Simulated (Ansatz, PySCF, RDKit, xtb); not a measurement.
Dimer: C5H10 (SMILES C1CCCC1) (first 15 atoms) with C5H12 (SMILES CC(C)(C)C); geometry from S66by8 set.
(charge 0, multiplicity 1):
```xyz
32

C      0.8013    -1.0165    -2.6285
H      0.8549    -1.1165    -3.7143
H      1.4928    -1.7386    -2.1966
C      1.1183     0.4305    -2.2166
H      1.8395     0.8957    -2.8858
H      1.5570     0.4454    -1.2192
C     -0.2432     1.1712    -2.2133
H     -0.2567     2.0064    -2.9110
H     -0.4474     1.5826    -1.2253
C     -1.2973     0.1094    -2.5770
H     -1.4722     0.1108    -3.6543
H     -2.2554     0.2836    -2.0891
C     -0.6455    -1.2145    -2.1800
H     -1.1231    -2.0821    -2.6333
H     -0.6846    -1.3397    -1.0961
C      0.0511     0.0996     2.2957
C     -0.0452    -0.0525     3.8114
H      0.9473    -0.0680     4.2637
H     -0.6041     0.7754     4.2498
H     -0.5524    -0.9812     4.0767
C      0.7652     1.4065     1.9601
H      0.8467     1.5400     0.8804
H      0.2217     2.2612     2.3656
H      1.7728     1.4171     2.3783
C     -1.3539     0.1194     1.6984
H     -1.3169     0.2366     0.6146
H     -1.9362     0.9468     2.1067
H     -1.8838    -0.8084     1.9197
C      0.8390    -1.0739     1.7184
H      0.3438    -2.0209     1.9386
H      0.9339    -0.9867     0.6353
H      1.8437    -1.1113     2.1421
```

Interaction energies are E(AB) − E(A) − E(B) at the monomers' geometry in the complex; basis-set methods are counterpoise corrected.

Run with Ansatz (an electronic-structure program); PySCF for the dispersion terms; RDKit for the force fields; xtb for the GFN methods. Values without a source in brackets are computed.

Q: Predict the interaction energy from MMFF94.

A: -60 meV

Q: Give the interaction energy at the level GFN-FF.

A: -94 meV

Q: Estimate the interaction energy that PBE0-D3(BJ)/def2-TZVPPD returns for this input.

A: -112 meV
